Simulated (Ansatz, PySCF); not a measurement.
System: NH₂ (charge -1, singlet). Whether it binds its extra electron was not tested at this geometry. 
Structure (B3LYP-D3(BJ)/def2-TZVP (Ansatz, a quantum-chemistry and plane-wave program) minimum search):
SMILES: [NH2-]
```xyz
3

N     -0.0036     0.1120     0.0955
H      0.8078    -0.3747    -0.3249
H     -0.7828    -0.4094    -0.3435
```
Charge -1, spin multiplicity 1.

Total electronic energies in hartree. Valence correlation only, unless marked. Spin-orbit coupling is left out. No relativistic terms. CBS(X,Y): correlation extrapolated as X^-3; Hartree-Fock from the larger set.

```
level                                        program  energy (Eh)
-------------------------------------  -------------  -----------
HF/STO-3G                                     Ansatz    -54.57971
HF-D4/def2-TZVPD                       PySCF + dftd4    -55.54619
PBE0/def2-QZVPP                               Ansatz    -55.85015
PW6B95/def2-TZVPD                              PySCF    -55.98120
RI-MP2/CBS(aug-cc-pVTZ,aug-cc-pVQZ)           Ansatz     -55.8365
SCS-MP2/cc-pVTZ                               Ansatz    -55.76218
CCSD(T)/cc-pVTZ                               Ansatz    -55.78043
CCSD(T) with core electrons/cc-pwCVTZ         Ansatz    -55.83462
CCSD(T)/CBS(aug-cc-pVTZ,aug-cc-pVQZ)          Ansatz     -55.8475
```

Totals of different functionals don't rank their quality; only differences between species are comparable.
